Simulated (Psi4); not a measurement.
This Psi4 input (MP2/aug-pcseg-3) gives -56.47423 Eh with 232 basis functions.

```
memory 2025 MB

molecule {
0 1
N     0.00224146   -0.00382052    0.11155442
H    -0.00202883    0.95117179   -0.22808750
H     0.80949996   -0.46442426   -0.29287493
H    -0.82316134   -0.46000387   -0.25991854
}

set {
  basis aug-pcseg-3
  scf_type df
  freeze_core true
}

energy('mp2')
print_variables()
```

Change:
```diff
- basis aug-pcseg-3
+ basis def2-qzvp
```

Task: What does the run give now?

Result: -56.47574 Eh (MP2/def2-QZVP, 147 functions), a change of -1.51 mEh.
